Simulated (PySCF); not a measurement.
Gas-phase reaction: 3 AlCl + N₂ + NH₃ + 3 HCl = 3 AlCl₂NH₂

Method: PySCF energies (xtb for GFN2) plus ideal-gas RRHO corrections (1 bar). † marks an energy on the PBE0/def2-TZVP geometry and frequencies; other levels use their own. MP2 and CCSD(T) freeze the core. 6-31G* has spherical d functions here. All species are closed-shell singlets. B3LYP is the form with VWN-RPA correlation. AlCl₂NH₂: computed as isolated molecules; such fragments, hydroxides, amides, oligomers or adducts are transient or little studied in the gas. MP2 isn't extrapolated to the basis-set limit; its ΔH°(298 K) is -990.5 kJ in def2-SVP and -1033.9 kJ in def2-TZVPP. CCSD(T) isn't extrapolated to the basis-set limit; its ΔH°(298 K) is -906.3 kJ in def2-SVP and -960.4 kJ in def2-TZVPP. The harmonic model lacks anharmonicity and excited electronic states, which grow with temperature; levels with a mode under 35 cm⁻¹ are left out.

| level | ΔE electronic, kJ | ΔH°(298 K), kJ | ΔS°(298 K), J/K | ΔG°(1600 K), kJ |
|---|---|---|---|---|
| B3LYP/6-31G* | -958 | -915 | -659 | 96 |
| CCSD(T)/def2-TZVPP† | -1003 | -960 | -660 | 51 |
| GFN2-xTB | -1502 | -1462 | -640 | -487 |
| MP2/def2-SVP† | -1033 | -990 | -660 | 21 |
| MP2/def2-TZVPP† | -1077 | -1034 | -660 | -22 |
| LDA/def2-TZVP† | -1149 | -1106 | -660 | -94 |
| ωB97M-V/def2-TZVP† | -1021 | -978 | -660 | 34 |
| ωB97X-V/def2-TZVP† | -1074 | -1031 | -660 | -19 |
ΔH° is lowest at GFN2-xTB and highest at B3LYP/6-31G*. No reference value is set beside these.
